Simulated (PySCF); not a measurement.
**NMR data sheet: Methyl cyclopropyl ketone**

- Formula: C5H8O
- SMILES: CC(=O)C1CC1
- InChI: InChI=1S/C5H8O/c1-4(6)5-2-3-5/h5H,2-3H2,1H3
- Point group of the computed structure: C1
- Degrees of unsaturation: 2
- Carbon signals: 4
- Proton signals: 4

Mapped SMILES: `[CH3:1][C:2](=[O:3])[CH:4]1[CH2:5][CH2:6]1`. Hydrogens are named by the atom that carries them. Ha(C5), Ha(C6) are cis to C2 on the ring; Hb(C5), Hb(C6) are trans to C2 on the ring.

Method: J couplings at B3LYP/pcJ-1 (without the spin–dipole term), structure optimised with PBE0-D3(BJ)/def2-SVP, PBE/pcSseg-2 with gauge-including orbitals, in PySCF 2.14 (no solvent model, non-relativistic Hamiltonian, equivalent nuclei averaged, single conformer).

References, each an isolated molecule treated in the same way: 1H and 13C vs TMS; 17O vs H2O.

| carbon | δC, type | δH (multiplicity, J in Hz) | HMBC from (abs. J ≥ 3 Hz) | span of the C tensor (ppm) |
| --- | --- | --- | --- | --- |
| C1 | 33.5, CH3 | 2.25 (s) | – | 62 |
| C2 | 216.4, C | – | H(C1), H(C4), Ha(C5)/Ha(C6) | 207 |
| C4 | 23.8, CH | 1.99 (tt, 8.7, 4.9) | – | 95 |
| C5/C6 | 15.9, CH2 | Ha(C5) 1.07 (m); Hb(C5) 0.78 (m) | – | 54 |

Other nuclei:
```csv
atoms,nucleus,environment,δ (ppm),σ (ppm)
O3,17O,ketone oxygen,591.8,-263.9
```

Selected couplings (Hz, signed; the shortest-range and largest first, 30 at most; isotopes 13C, 1H): 1J(C5,Ha(C5)) 175.9, 1J(C5,Hb(C5)) 170.7, 1J(C4,H(C4)) 169.7, 1J(C1,H(C1)) 134.2, 1J(C2,C4) 53.8, 1J(C1,C2) 44.7, 1J(C4,C5) 12.3, 2J(C1,C4) 21.6, 2J(Ha(C5),Hb(C5)) -3.5, 2J(C2,C5) -1.7, 3J(H(C4),Hb(C5)) 8.7, 3J(Ha(C5),Hb(C6)) 7.9, 3J(H(C4),Ha(C5)) 4.9.

1. Carbon types of the structure: 1 × C, 1 × CH, 2 × CH2, 1 × CH3, which accounts for all hydrogens.
2. δC 216.4: ketone carbonyl carbon; low-lying n→π* states of the double bond to the heteroatom give a large paramagnetic term (-286 ppm).
3. δC 33.5: methyl carbon α to a carbonyl; the adjacent C=O deshields it moderately.
4. δC 23.8, 15.9: three-membered-ring carbon; carbons of three-membered rings are unusually shielded.
5. δH 2.25: hydrogen on a methyl carbon α to a carbonyl; α to C=O.
6. δH 1.99, 1.07, 0.78: hydrogen on a three-membered-ring carbon.

Splittings below 1 Hz are ignored in the labels, and close J values are merged. Couplings among chemically equivalent protons are left out too, so labels in AA′BB′ or AA′XX′ sets are apparent multiplicities. Unscaled 3J(H,H) at this level run about 10 % above measured values. Shifts are as computed, not scaled to solution data. Of 1211 compounds with measured shifts, 218 miss one by over three times the rms of a fit or turn the order of signals round; such compounds aren't used in these exercises. Unscaled 17O shifts of doubly bonded oxygen tend to come out too high, by tens of ppm or more. Experimental scales use liquid or dissolved standards, which lie at an offset from isolated H2O (liquid H2O: subtract about 36 ppm).
